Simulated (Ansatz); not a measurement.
CFO (charge -1), closed shell: a pair in one relaxed arrangement.

in.yaml

```yaml
crystal:
  periodic: [false, false, false]
  atoms:
    - {symbol: F, position_ang: [-0.008017, 0.018217, -1.340019]}
    - {symbol: C, position_ang: [0.198228, -0.449686, 0.340814]}
    - {symbol: O, position_ang: [-0.190210, 0.431568, 0.999205]}
basis:
  gaussian: {orbitals: STO-3G}
total_charge: -1
hamiltonian: {xc: hf}
```

Launched with

```bash
ansatz run in.yaml --threads 2 --pin off --events-out ev --progress --plain --max-ram 5222MiB
```

Output of Ansatz 0.2.0:

```
Functional definition: HF
  name "HF"
  cite "Fock, Z. Phys. 61, 126 (1930) doi:10.1007/BF01340294"
  parent pbe
  exchange = exact_x
  correlation = 0
212 factors; integrals over basis functions are off by at most 1.6e-5 eV
mean field evaluation 1: about -5685.8089 eV, gradient 1.6e1 eV
mean field evaluation 2: about -5685.9116 eV, gradient 1.6e1 eV
mean field evaluation 4: about -5687.4236 eV, gradient 1.9e0 eV
mean field evaluation 8: about -5687.4505 eV, gradient 5.0e-4 eV
mean field -5687.45052706 eV, -209.0099517770 hartree, gradient 1.6e-5 eV, S^2 0.000000; 0 other end points of the search recorded, 0 dependent functions left out
reference -5687.45052706 eV, -209.0099517770 hartree; 12, 12 occupied and 3, 3 virtual orbitals, 212 factors
Total energy: -5687.45052706 eV, -209.0099517770 hartree
```

Hardware: 2 CPU threads of an Arm Neoverse N1, shared host. Wall time about 0.1 s.
